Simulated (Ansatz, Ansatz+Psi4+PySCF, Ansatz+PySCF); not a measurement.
```tsv
atom	x (Å)	y (Å)	z (Å)
H	-2.0963	0.3093	-0.2208
C	-1.1914	-0.2632	-0.0685
N	-0.0457	0.4690	0.1859
O	1.1408	-0.2357	-0.1647
H	1.6573	-0.1917	0.6481
H	-1.2288	-1.2668	0.3310
H	-0.0214	1.3491	-0.3220
```

Basis set: cc-pVTZ (spherical functions). Frozen core: 3 orbitals. Correlation on ROHF uses semicanonical orbitals with singles. Charge 0, multiplicity 2.

Computed with Ansatz (development build ahead of 0.2.0); each method stands on the lowest determinant of its kind that the runs found.

Question: Give the atomization energy at this shape (free ground-state atoms in the same class of orbitals less the molecule, no zero-point energy) of doublet CH4NO by ROHF-MP2, UHF-MP2.

Answer:

```
  method  atomization energy
ROHF-MP2     534.40 kcal/mol
 UHF-MP2     533.90 kcal/mol
```
